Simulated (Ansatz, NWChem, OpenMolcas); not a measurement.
**How basis sets differ on BH2Cl (SMILES BCl)**

BH2Cl: 4 atoms, total charge 0, spin state singlet. SMILES: `BCl`. The shape is that of a PBE0-D4/def2-TZVP optimisation.

```xyz
4

B    -0.1167    0.0217   -0.0753
Cl    1.3650   -0.3953    0.7212
H    -1.1062   -0.5595    0.2404
H    -0.0866    0.8728   -0.9066
```

Quantity: the vertical energy of the triplet above the singlet, in eV. The values are calculated.

```csv
level,kind,program,value (eV),CPU time (all runs)
HF/STO-3G,Hartree–Fock,Ansatz,6.23,0.36 s
"HF/STO-3G, open shells restricted",Hartree–Fock,OpenMolcas,6.27,4.2 s
HF/3-21G,Hartree–Fock,OpenMolcas,5.16,3.9 s
HF/6-31G,Hartree–Fock,Ansatz,5.22,0.47 s
HF/def2-TZVP,Hartree–Fock,NWChem,5.14,42 s
"HF/def2-TZVP, open shells restricted",Hartree–Fock,OpenMolcas,5.36,16 s
```

The values span 5.14 to 6.27 eV. A triplet this far above the singlet is often a Rydberg-like or dissociative state; sets without diffuse functions put Rydberg states too high. The second state's dipole differs much between rows, so they may not all be the same state. Times are those of the runs behind each value, whatever else they computed, on shared processors of several kinds: orders of magnitude only.
